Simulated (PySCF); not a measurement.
Stepwise substitution at one centre (Si Cl-C2H5). All species are isolated molecules in the gas phase. One relaxed conformer stands for each flexible species; it need not be the lowest. Strings in code marks are SMILES.

All values below come from PBE-D3(BJ)/def2-TZVP // B3LYP-D3(BJ)/def2-SVP (PySCF). All candidates: neutral, multiplicity 1. Excitations are Tamm–Dancoff values on a coarser integration grid. The basis has no diffuse functions, so Rydberg states are missing or too high.

```json
{
 "HOMO": "-6.90 eV",
 "S1 excitation (TDA)": "6.77 eV",
 "HOMO–LUMO gap": "6.64 eV"
}
```

### Question
Name which member has these values.
(A) `CC[Si](Cl)(Cl)CC` (C–C–Si–Cl torsion -179°, Cl–Si–C–C torsion 63°)
(B) `Cl[Si](Cl)(Cl)Cl`
(C) `CC[Si](CC)(CC)CC`
(D) `CC[Si](Cl)(Cl)Cl`

### Answer
A, `CC[Si](Cl)(Cl)CC` (C–C–Si–Cl torsion -179°, Cl–Si–C–C torsion 63°). The others give `Cl[Si](Cl)(Cl)Cl`: -8.12 eV, 6.32 eV, 6.17 eV; `CC[Si](Cl)(Cl)Cl`: -7.66 eV, 6.81 eV, 6.60 eV; `CC[Si](CC)(CC)CC`: -6.39 eV, 6.55 eV, 6.52 eV
